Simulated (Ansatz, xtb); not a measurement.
# C3H6S: which of two isomers lies lower

Structure X is `C[C@@H]1CS1`, a singlet and structure Y is `C=C(C)S`, a singlet. Both are isolated molecules in the gas phase, relaxed with r2SCAN-D4/def2-SVP, each in the lowest conformer that the search found.

Q: Estimate E(Y) − E(X) at the level CCSD(T)/def2-SVP + ΔMP2/def2-TZVPP.

A: Not settled: CCSD(T)/def2-SVP + ΔMP2/def2-TZVPP gives E(Y) − E(X) = +6.30 kJ/mol, but this leans on the basis-set step: CCSD(T) alone gives +2.67 kJ/mol.

Level by level:

```
                             level            geometry  E(Y) − E(X) (kJ/mol)  departure from the last row (kJ/mol)  job, with rough time for the two
                          GFN2-xTB            GFN2-xTB                  +32.56                                +26.26              optimisation, 0.12 s
                         HF/STO-3G            GFN2-xTB                  +47.05                                +40.74              single point, 0.32 s
      r2SCAN-D4/def2-SVP//GFN2-xTB            GFN2-xTB                  +12.05                                 +5.75               single point, 3.1 s
                r2SCAN-D4/def2-SVP  r2SCAN-D4/def2-SVP                  +10.88                                 +4.58                optimisation, 69 s
                       HF/def2-SVP  r2SCAN-D4/def2-SVP                   −2.21                                 −8.51           part of the CCSD(T) run
                      MP2/def2-SVP  r2SCAN-D4/def2-SVP                  +14.75                                 +8.45           part of the CCSD(T) run
                  CCSD(T)/def2-SVP  r2SCAN-D4/def2-SVP                   +2.67                                 −3.63                      single point
CCSD(T)/def2-SVP + ΔMP2/def2-TZVPP  r2SCAN-D4/def2-SVP                   +6.30                                                      single point, 23 s
```

As drawn, Y has 1 C=C, 1 S–H in place of 1 C–C, 1 C–S, 1 C–H. Structure X has a 3-membered ring, Y no ring.

HF/def2-SVP puts the two in the other order. The largest departure from CCSD(T)/def2-SVP + ΔMP2/def2-TZVPP is that of HF/STO-3G, 40.74 kJ/mol. The last row adds to CCSD(T) the change of the MP2 difference between the two basis sets, here +3.63 kJ/mol.

With harmonic frequencies from r2SCAN-D4/def2-SVP (ideal gas, rigid rotor, one conformer each, 298.15 K, 1 atm): the zero-point term adds −10.35 kJ/mol; ΔH is −1.82 and ΔG −6.59 kJ/mol.

The correlated steps freeze 8 core orbitals. Run with Ansatz 0.2.0, xtb 6.7.1; the last row on 1 thread of AMD EPYC 9R14 (Zen 4) on a shared host.
